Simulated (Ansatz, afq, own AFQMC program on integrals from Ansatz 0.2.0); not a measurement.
**MgSe⁻, quartet in aug-cc-pVDZ, levels against CCSDT(Q)**

```xyz
2

Se    0.0000    0.0000    0.0000
Mg    0.0000    0.0000    8.5320
```

Basis aug-cc-pVDZ. Noble-gas cores (and the filled d shells of Ga–Kr and In–Xe) are frozen. Ansatz 0.2.0 and our own AFQMC program on the same integrals; the CISD trial comes from CCSD amplitudes, and released means the phaseless constraint is let go. Error bars are statistical, one sigma. No spin–orbit coupling.

Determinant: UHF, the one that the program's search chose, which needn't be the lowest solution. The geometry is a point of a scan.

No full CI on the walks' own integrals is used here; CCSDT(Q) serves as the reference and is uncertain by about the last step of the cluster series.

Cautions: no relativity below Rb; no spin-orbit coupling; inner d shell frozen; lower spins were not checked; the determinant is a saddle point among determinants of its kind.

The T1 diagnostic is 0.0267, the weight of the determinant in the CISD state is 0.861 and the ⟨S²⟩ of the determinant is 3.768. The size of the correlated space is 9 electrons in 44 orbitals.

Reference: CCSDT(Q), correlation energy -3.652 eV. The released energy is read at 2.40 1/Eh (meV from the phaseless value at times in 1/Eh: -8 ± 13 at 0.24, -1 ± 9 at 0.51, 12 ± 8 at 0.99, 3 ± 10 at 1.62, -2 ± 12 at 2.40).

| level | E − E(reference) (mEh) | share of correlation (%) |
| --- | --- | --- |
| HF | 134.22 | 0.00 |
| MP2 | 32.57 | 75.74 |
| CCSD | 3.38 | 97.48 |
| CCSD(T) | 0.95 | 99.29 |
| CCSDT | 0.11 | 99.92 |
| ph-AFQMC/HF | 4.99 ± 1.61 | 96.28 |
| ph-AFQMC/CISD | -0.02 ± 0.34 | 100.02 |
| released AFQMC | -0.08 ± 0.43 | 100.06 |

A walk keeps the symmetry of its determinant, which the program's search chose and which needn't be the lowest solution, so a lower state of the same spin and another symmetry isn't excluded. Released energies are given only where the last usable release times agree within the noise; a slower fall can still hide under it.
